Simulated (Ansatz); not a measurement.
Two isomers of C4H7NO: A = `CCN=C=CO`, B = `CC(=N)C(C)=O`.

Gas-phase electronic energies from Ansatz, PBE0-D4/def2-TZVP geometries. CBS: MP2 limit from def2 TZ/QZ plus the TZ coupled-cluster correction, frozen cores. DFT in def2-TZVPP. B3LYP here is the variant with VWN-RPA as its local correlation; programs differ in this. One conformer a species, not always the lowest.

A:

```xyz
13

C    -0.282    1.241    1.713
C     0.643    0.228    1.071
N     0.703    0.445   -0.371
C     0.395   -0.439   -1.158
C     0.100   -1.302   -2.099
O    -1.137   -1.490   -2.665
H    -1.309    1.105    1.369
H    -0.269    1.131    2.799
H     0.029    2.257    1.463
H     0.332   -0.796    1.307
H     1.660    0.369    1.448
H     0.857   -1.968   -2.489
H    -1.723   -0.781   -2.387
```

B:

Z-matrix (Å, degrees):
```
C
C 1 1.493
H 1 1.092 2 110.3
H 1 1.092 2 110.3 3 -116.8
H 1 1.090 2 110.9 3 121.6
N 2 1.268 1 127.2 3 -121.5
C 2 1.516 1 115.9 3 58.5
H 6 1.021 2 111.0 1 -0.0
C 7 1.496 2 117.7 1 -179.9
O 7 1.208 2 119.1 1 0.1
H 9 1.092 7 110.1 2 58.8
H 9 1.088 7 109.3 2 -179.5
H 9 1.092 7 110.2 2 -57.7
```

Question: Which is lower in electronic energy at CCSD(T)/CBS, and by how much? (Best estimate.)

Answer: Ansatz gave: B, by 160.1 kJ/mol.

Question: Give E(B) − E(A) in kJ/mol with PBE0-D4, r2SCAN-D4, PBE-D4, B3LYP-D4, B3LYP, CCSD(T)/def2-TZVPP, B2PLYP. (Estimate.)

Answer: Computed: PBE0-D4 -151.1, r2SCAN-D4 -153.3, PBE-D4 -143.3, B3LYP-D4 -150.4, B3LYP -144.8, CCSD(T)/def2-TZVPP -162.6, B2PLYP -153.2. None reverses the order clearly.

Largest T1 diagnostic: 0.013.

In def2-TZVPP, CCSD(T) changes the Hartree–Fock value by +8.1 kJ/mol (the triples alone add +0.6 kJ/mol) and MP2 by +9.1 kJ/mol. The D4 term adds −5.6 kJ/mol with B3LYP and −2.8 kJ/mol with PBE0; it sums over pairs of atoms, weighted by their polarisabilities, and B3LYP, whose exchange is more repulsive, gets the larger term.
